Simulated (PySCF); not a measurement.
PySCF input (r2SCAN/aug-cc-pV(T+d)Z):

```python
import numpy as np, basis_set_exchange as bse
from pyscf import gto, scf, dft, df

basis = {'H': gto.basis.parse(bse.get_basis('aug-cc-pV(T+d)Z', elements=['H'], fmt='nwchem'))}
mol = gto.M(
    atom='''
    H    -0.00000000   -0.00000000   -0.37201156
    H     0.00000000    0.00000000    0.37201156
    ''',
    basis=basis,
    charge=0,
    verbose=4,
    max_memory=8640,
)
mf = dft.RKS(mol, xc='r2scan')
mf.grids.level = 4
mf = mf.density_fit(auxbasis=df.autoaux(mol))
mf.max_cycle = 100
mf.conv_tol = 1e-11
print('smallest overlap eigenvalue', np.linalg.eigvalsh(mol.intor('int1e_ovlp'))[0])
mf.kernel()
dip = mf.dip_moment()
```

Output:

```
PySCF version 2.14.0

[INPUT] verbose = 4
[INPUT] num. atoms = 2
[INPUT] num. electrons = 2
[INPUT] charge = 0
[INPUT] spin (= nelec alpha-beta = 2S) = 0
[INPUT] symmetry False subgroup None
[INPUT] Mole.unit = angstrom
[INPUT] Symbol           X                Y                Z      unit          X                Y                Z       unit  Magmom
[INPUT]  1 H      0.000000000000   0.000000000000  -0.372011560000 AA    0.000000000000   0.000000000000  -0.702999963572 Bohr   0.0
[INPUT]  2 H      0.000000000000   0.000000000000   0.372011560000 AA    0.000000000000   0.000000000000   0.702999963572 Bohr   0.0

nuclear repulsion = 0.711237590197466
number of shells = 12
number of NR pGTOs = 50
number of NR cGTOs = 46
basis = {'H': [[0, [33.87, 0.0, 0.006068, 0.0], [5.095, 0.0, 0.045308, 0.0], [1.159, 0.0, 0.202822, 0.0], [0.3258, 1.0, 0.503903, 0.0], [0.1027, 0.0, 0.383421, 1.0]], [0, [0.02526, 1.0]], [1, [1.407, 1.0, 0.0], [0.388, 0.0, 1.0]], [1, [0.102, 1.0]], [2, [1.057, 1.0]], [2, [0.247, 1.0]]]}
ecp = {}
ETB for H: l = 0, exps = 0.05052 * 1.8^n , n = 0..12
ETB for H: l = 1, exps = 0.12725999999999998 * 2^n , n = 0..5
ETB for H: l = 2, exps = 0.204 * 2.2^n , n = 0..4
ETB for H: l = 3, exps = 0.349 * 2.2^n , n = 0..3
smallest overlap eigenvalue 5.524673373975817e-05

******** <class 'pyscf.df.df_jk.DFRKS'> ********
method = DFRKS
initial guess = minao
damping factor = 0
level_shift factor = 0
DIIS = <class 'pyscf.scf.diis.CDIIS'>
diis_start_cycle = 1
diis_space = 8
diis_damp = 0
SCF conv_tol = 1e-11
SCF conv_tol_grad = None
SCF max_cycles = 100
direct_scf = False
XC library pyscf.dft.libxc version 7.1.2
    S. Lehtola, C. Steigemann, M. J. T. Oliveira, and M. A. L. Marques,  SoftwareX 7, 1–5 (2018)
XC functionals = r2scan
    J. W. Furness, A. D. Kaplan, J. Ning, J. P. Perdew, and J. Sun,  J. Phys. Chem. Lett. 11, 8208–8215 (2020)
    J. W. Furness, A. D. Kaplan, J. Ning, J. P. Perdew, and J. Sun,  J. Phys. Chem. Lett. 11, 9248–9248 (2020)
    J. W. Furness, A. D. Kaplan, J. Ning, J. P. Perdew, and J. Sun,  J. Phys. Chem. Lett. 11, 8208–8215 (2020)
    J. W. Furness, A. D. Kaplan, J. Ning, J. P. Perdew, and J. Sun,  J. Phys. Chem. Lett. 11, 9248–9248 (2020)
radial grids:
    Treutler-Ahlrichs [JCP 102, 346 (1995); DOI:10.1063/1.469408] (M4) radial grids

becke partition: Becke, JCP 88, 2547 (1988); DOI:10.1063/1.454033
pruning grids: <function nwchem_prune>
grids dens level: 4
symmetrized grids: False
atomic radii adjust function: <function treutler_atomic_radii_adjust>
small_rho_cutoff = 0
Set gradient conv threshold to 3.16228e-06
Initial guess from minao.
tot grids = 31416
init E= -0.956671056847157
  HOMO = -0.445247684024826  LUMO = 0.0385272067180167  gap/eV = 13.16419
cycle= 1 E= -1.17047629093499  delta_E= -0.214  |g|= 0.0481  |ddm|= 2.23
  HOMO = -0.385180284782603  LUMO = 0.0639352523437478  gap/eV = 12.22106
cycle= 2 E= -1.17126464037482  delta_E= -0.000788  |g|= 0.0113  |ddm|= 0.327
  HOMO = -0.396812866478503  LUMO = 0.058104264197384  gap/eV = 12.37893
cycle= 3 E= -1.17130612827378  delta_E= -4.15e-05  |g|= 0.000176  |ddm|= 0.0485
  HOMO = -0.396847573767309  LUMO = 0.0581251491618425  gap/eV = 12.38044
cycle= 4 E= -1.17130613844676  delta_E= -1.02e-08  |g|= 1.78e-05  |ddm|= 0.000938
  HOMO = -0.396861120163387  LUMO = 0.058131036459201  gap/eV = 12.38097
cycle= 5 E= -1.17130613857959  delta_E= -1.33e-10  |g|= 1.35e-06  |ddm|= 0.000141
  HOMO = -0.396860306394511  LUMO = 0.0581332344103072  gap/eV = 12.38100
cycle= 6 E= -1.17130613858061  delta_E= -1.03e-12  |g|= 5.45e-08  |ddm|= 1.22e-05
  HOMO = -0.396860314580973  LUMO = 0.0581332877375635  gap/eV = 12.38101
Extra cycle  E= -1.17130613858061  delta_E= 1.33e-15  |g|= 1.18e-08  |ddm|= 3.14e-07
converged SCF energy = -1.17130613858061
Dipole moment(X, Y, Z, Debye):  0.00000,  0.00000,  0.00000
```
